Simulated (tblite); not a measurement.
# C2H4ClF: the cost of one run

Programs: tblite 0.8.0 and PySCF 2.14.0. All values are calculated, for the isolated system unless a continuum is named. Atoms count from 0, parts from 1.

## 1. The system as given

8 atoms, charge 0, multiplicity 1; geometry: rigid parts in contact. Parts: 1 = atoms 0–1, `FCl`, charge 0; 2 = atoms 2–7, `C=C`, charge 0.

## 2. Docking the parts with GFN2-xTB

Job settings and geometry (Å):

```
{"job": {"kind": "dock", "xc": "GFN2-xTB", "basis": "xTB"}, "charge": 0, "multiplicity": 1, "parts": [{"atoms": "0-1", "charge": 0, "multiplicity": 1}, {"atoms": "2-7", "charge": 0, "multiplicity": 1}]}
Cl     0.840693     0.003293     0.006496
F     -0.840693    -0.003293    -0.006496
C      4.366828     0.898836     0.193392
C      3.456668     1.051648    -0.745191
H      4.195550     1.208713     1.211288
H      5.327939     0.455690    -0.009873
H      3.627946     0.741689    -1.763188
H      2.495114     1.493640    -0.541390
```

With the program's defaults for keys left out, this is: GFN2-xTB search for minima from random contacts, gas phase.

Launch:

```bash
$ OMP_NUM_THREADS=1 python cluster_run.py task.json out
```

One launch serves the whole session: the jobs run in the order shown.

Q: Estimate the wall time of this first job on 1 thread of Arm Neoverse V2, shared host.

About 4.9 s.
